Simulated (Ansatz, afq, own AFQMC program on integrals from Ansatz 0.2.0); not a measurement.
**LiPH2, triplet in cc-pVDZ, levels against CCSDT(Q)**

```json
{"atom": "P", "x (Å)": "0.0000", "y (Å)": "0.0069", "z (Å)": "0.4312"}
{"atom": "Li", "x (Å)": "0.0000", "y (Å)": "-0.0215", "z (Å)": "-2.6352"}
{"atom": "H", "x (Å)": "0.0000", "y (Å)": "1.2932", "z (Å)": "4.0663"}
{"atom": "H", "x (Å)": "0.0000", "y (Å)": "-1.3565", "z (Å)": "0.8290"}
```

Connectivity, by distances: PH ··· Li ··· H.

Basis cc-pVDZ. Only valence electrons are correlated. Ansatz 0.2.0 and our own AFQMC program on the same integrals; the CISD trial comes from CCSD amplitudes, and released means the phaseless constraint is let go. Uncertainties: one standard error, sampling alone.

Determinant: ROHF, the one that the program's search chose, which needn't be the lowest solution. The geometry is a point of a scan.

No full CI on the walks' own integrals is used here; CCSDT(Q) serves as the reference and is uncertain by about the last step of the cluster series.

Cautions: lower spins were not checked; higher spins were not checked; a spin-contaminated unrestricted determinant lies lower (UHF 245 meV lower, ⟨S²⟩ 2.52).

```
T1 diagnostic                               : 0.0339
weight of the determinant in the CISD state : 0.888
size of the correlated space                : 8 electrons in 36 orbitals
```

| level | correlation energy (eV) |
| --- | --- |
| MP2 | -3.1216 |
| CCSD | -3.7623 |
| CCSD(T) | -3.8815 |

**Question.** Estimate where AFQMC with the constraint released lies against CCSD(T) on the same integrals.

**Answer.** 48.7 ± 13.1 meV below CCSD(T).

Reference: CCSDT(Q), correlation energy -3.919 eV. The released energy is read at 2.40 1/Eh (meV from the phaseless value at times in 1/Eh: -20 ± 13 at 0.24, -20 ± 15 at 0.51, -34 ± 14 at 0.99, -39 ± 21 at 1.62, -24 ± 13 at 2.40).

```tsv
level	E − E(reference) (meV)	share of correlation (%)
CCSD(T)	37.1	99.05
CCSDT	8.7	99.78
ph-AFQMC/CISD	12.6 ± 10.9	99.68
released AFQMC	-11.5 ± 13.1	100.29
```

A walk keeps the symmetry of its determinant, which the program's search chose and which needn't be the lowest solution, so a lower state of the same spin and another symmetry isn't excluded. Released energies are given only where the last usable release times agree within the noise; a slower fall can still hide under it.
